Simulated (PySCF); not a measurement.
**P₂⁺: from constants to spectrum**

PBE0 constants of P₂⁺, ²Πu (doublet), unpaired electrons π ↑ (basis P def2-TZVP; no relativity; PySCF 2.14; masses 30.9738 and 30.9738 u):

```
ωe           : 727.8 cm⁻¹
ωexe         : 2.21 cm⁻¹
Be           : 0.28173 cm⁻¹
αe           : 0.00126 cm⁻¹
De to P⁺ + P : 5.01 eV
```

Question: What force constant and bond length do these constants imply?

Answer: Reduced mass μred = 15.487 u; k = 5.8918×10⁻⁷·μred·ωe² (u, cm⁻¹, mdyn/Å) = 4.83 mdyn/Å; Re = √(16.8576/(μred·Be)) (u, cm⁻¹, Å) = 1.966 Å.

Question: Estimate the centrifugal constant D from the Kratzer relation and find the Dunham coefficient a1.

Answer: D = 4Be³/ωe² = 1.69e-07 cm⁻¹; a1 = −1 − αeωe/(6Be²) = -2.93.

The state was picked by a PBE0 search and need not be the measured ground state.
